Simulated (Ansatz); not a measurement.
# Two structures, one formula

Two isomers of CH2NS (charge +1), closed shell, relaxed at PBE0-D4/def2-TZVP (vibrations not checked).

A:

N1  (0.026, 0.582, 0.139)
C2  (-0.030, -0.653, -0.156)
S3  (-0.096, -2.111, -0.504)
H4  (0.848, 0.976, 0.591)
H5  (-0.749, 1.207, -0.071)
(Å)

B:

```tsv
atom	x (Å)	y (Å)	z (Å)
N1	-0.8630	-0.8188	-0.1157
C2	0.0795	-0.1972	0.0710
S3	1.4955	0.5993	0.3820
H4	-1.6972	-1.3599	-0.2827
H5	0.9851	1.7766	-0.0546
```

Program: Ansatz 0.2.0. Basis: def2-TZVPP. Cores are frozen in the correlated methods. B3LYP uses VWN-RPA correlation.

Task: Which structure is lower at CCSD(T), and by how much? (Judge from chemistry; the value comes from the calculation.)

Result: Computed: A, by 11.77 kcal/mol (electronic energy, against the other). By their contacts, A is CH₂NS ([NH2][C][S]), total charge +1 and B is CH₂NS ([NH][C][SH]), total charge +1.

All methods give the same order:

```json
{"method": "PBE-D4", "E(B) − E(A) (kcal/mol)": "13.83"}
{"method": "r2SCAN-D4", "E(B) − E(A) (kcal/mol)": "14.21"}
{"method": "PBE0-D4", "E(B) − E(A) (kcal/mol)": "13.14"}
{"method": "B3LYP-D4", "E(B) − E(A) (kcal/mol)": "12.83"}
{"method": "wB97M-V", "E(B) − E(A) (kcal/mol)": "11.91"}
{"method": "HF", "E(B) − E(A) (kcal/mol)": "8.27"}
{"method": "MP2", "E(B) − E(A) (kcal/mol)": "12.71"}
{"method": "CCSD", "E(B) − E(A) (kcal/mol)": "10.58"}
{"method": "CCSD(T)", "E(B) − E(A) (kcal/mol)": "11.77"}
```

T1 diagnostic: at most 0.017. The restricted Hartree–Fock reference is unstable towards an unrestricted one at one or more of these structures.

Labels in which every atom is bracketed show which atoms are joined, not bond orders.
